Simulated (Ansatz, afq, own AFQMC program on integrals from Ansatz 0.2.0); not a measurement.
CH3AlO, singlet: AFQMC among the cluster methods

```xyz
6

C    -0.4126    0.4983   -0.3154
Al    0.6980   -0.8430    0.5336
O     1.6173   -1.9531    1.2363
H     0.0681    1.4873   -0.2640
H    -1.3915    0.5622    0.1840
H    -0.5793    0.2483   -1.3745
```

Connectivity, by distances: CH3–Al–O.

Basis def2-TZVP. Only valence electrons are correlated. Ansatz 0.2.0 and our own AFQMC program on the same integrals; the CISD trial comes from CCSD amplitudes, and released means the phaseless constraint is let go. ± is one standard error of the sampling.

Determinant: RHF, the one that the program's search chose, which needn't be the lowest solution. The geometry is a PBE0/def2-SVP stationary point of this or a neighbouring charge and spin state.

No full CI on the walks' own integrals is used here. The released AFQMC energy serves as the reference, which it does only where one determinant dominates, the energy is flat over the last release times and near the phaseless one (40 meV or 2 meV an electron, half that with transition metals). On small molecules, where full CI could be run and the noise was under 10 meV, such values lay within 10 meV of it in 19 cases of 20, a flattering rate, since the rule was set on those same cases; what remains of the bias isn't in the error bar.

Cautions: higher spins were not checked; raised T1 diagnostic (T1 0.024, weight of the determinant 0.83, largest double 0.04); the released value is read at 1.50 1/Eh with a noise of 12 meV, more than in the cases checked (meV from the phaseless value at times in 1/Eh: -15 ± 5 at 0.24, -25 ± 8 at 0.51, -21 ± 9 at 0.99, -30 ± 12 at 1.50).

* T1 diagnostic: 0.0241
* weight of the determinant in the CISD state: 0.833
* size of the correlated space: 16 electrons in 110 orbitals

```json
{"level": "MP2", "correlation energy (eV)": "-13.4695"}
{"level": "CCSD", "correlation energy (eV)": "-13.7185"}
{"level": "CCSD(T)", "correlation energy (eV)": "-14.3521"}
```

Question: Estimate where AFQMC with the constraint released lies against CCSD(T) on the same integrals.

Answer: 7.8 ± 1.1 kJ/mol below CCSD(T).

Reference: AFQMC with the constraint released, correlation energy -14.433 ± 0.012 eV.

| level | E − E(reference) (kJ/mol) | share of correlation (%) |
| --- | --- | --- |
| CCSD(T) | 7.8 ± 1.1 | 99.44 |
| ph-AFQMC/CISD | 2.9 ± 1.4 | 99.79 |

A walk keeps the symmetry of its determinant, which the program's search chose and which needn't be the lowest solution, so a lower state of the same spin and another symmetry isn't excluded. Released energies are given only where the last usable release times agree within the noise; a slower fall can still hide under it.
